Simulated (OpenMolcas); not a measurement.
**A ladder of methods for AlNH4 (SMILES [NH2][AlH2])**

AlNH4 has 6 atoms, charge 0, and is taken as a singlet. SMILES: `[NH2][AlH2]`. Geometry: a GFN2-xTB relaxation, a rough one for these elements and not checked as a minimum.

```xyz
6

N     0.0333   -0.9536    0.0825
Al   -0.0241    0.8126   -0.0759
H     0.5450   -1.6048   -0.5026
H    -0.4499   -1.5022    0.7866
H     0.0937    1.5182   -1.4412
H    -0.1981    1.7298    1.1506
```

Quantity: the energy change with the N1–H3 bond stretched from 1.014 to 2.028 Å, in eV. The values are calculated.

| level | kind | program | value (eV) | less FCI/STO-3G |
| --- | --- | --- | --- | --- |
| HF/STO-3G (restricted) | Hartree–Fock | OpenMolcas | 7.69 | +2.93 |
| SVWN5/STO-3G (restricted) | LDA | OpenMolcas | 5.60 | +0.84 |
| r2SCAN/STO-3G (restricted) | meta-GGA | OpenMolcas | 5.73 | +0.97 |
| M06-2X/STO-3G (restricted) | hybrid meta-GGA | OpenMolcas | 6.38 | +1.62 |
| B2PLYP/STO-3G (restricted) | double hybrid | OpenMolcas | 5.86 | +1.10 |
| MP2/STO-3G (restricted) | perturbation theory | OpenMolcas | 5.97 | +1.21 |
| MRCI(2,2)/STO-3G | multireference | OpenMolcas | 4.78 | +0.02 |
| ACPF/STO-3G (restricted) | coupled cluster or CI | OpenMolcas | 4.11 | -0.65 |
| CCSD(T)/STO-3G (restricted) | coupled cluster or CI | OpenMolcas | 4.76 | 0.00 |
| FCI/STO-3G | exact in the basis | OpenMolcas | 4.76 | 0.00 |

FCI/STO-3G is exact within its basis and frozen core, so for wave-function methods in that basis the difference is their error; functionals converge differently with the basis, so for them it is only a difference. Spin-restricted single references rise too steeply as a bond breaks, Hartree–Fock most of all. Perturbation and coupled-cluster corrections on them can overshoot downwards. The first shape isn't each level's own minimum. The values span 4.11 to 7.69 eV. All rows use very small basis sets, so even the best lies far from the true value.
